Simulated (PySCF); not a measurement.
CHO, SMILES [CH]=O (connectivity only; charge and spin as stated), charge +1, multiplicity 1. Coordinates come from a r2SCAN-D4/def2-TZVPD optimisation. The isomer is the one that the SMILES or the coordinates give; other isomers of the formula were not compared.

TDDFT-B3LYP/def2-TZVPD run with PySCF puts the lowest singlet excitations at 9.48, 9.83, 9.83, 11.50, 11.50, 14.01 eV and the lowest triplet (TDA) at 7.75 eV.

### Question
What are the lowest singlet roots from EOM-CCSD/aug-cc-pVDZ run with PySCF 2.14.0? (An estimate is asked for; the answer gives what the named calculation found.)

### Answer
10.05, 10.36, 10.36, 11.82, 11.82, 14.70 eV; triplets 7.89, 9.09, 9.09 eV. S1 differs by 0.56 eV (second minus first; roots are paired by order, and the bases may differ).
